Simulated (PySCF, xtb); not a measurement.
B(F)3 cation (BF3), SMILES FB(F)F (connectivity only; charge and spin as stated), charge +1, multiplicity 2.

Harmonic wavenumbers (cm⁻¹) from GFN2-xTB (xtb 6.7.1) at its own minimum, in rising order: 197, 213, 465, 824, 1072, 1142.

**Question.** What does PySCF 2.14.0 with PBE-D3(BJ)/def2-TZVP give at its own minimum? (The exact figures need the calculation; the answer reports its results.)

**Answer.** 263, 263, 543, 830, 1147, 1147. Paired by order, the mean absolute difference is 47 cm⁻¹ and the zero-point energies are 5.6 and 6.0 kcal/mol.
